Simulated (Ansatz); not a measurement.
Name a neutral molecule of B, C, S and H with LUMO energy (B3LYP/def2-TZVPP) between -1.95 and -1.65 eV and vertical ionisation energy (CCSD(T)/CBS(def2)) between 9.20 and 9.50 eV (Ansatz, PBE0-D4/def2-TZVP geometry).

`BCS` (-1.92 eV, 9.45 eV). Other molecules can fit too; these were computed, each in one conformer that needn't be the lowest.

B3LYP here is the variant with VWN-RPA as its local correlation; programs differ in this.
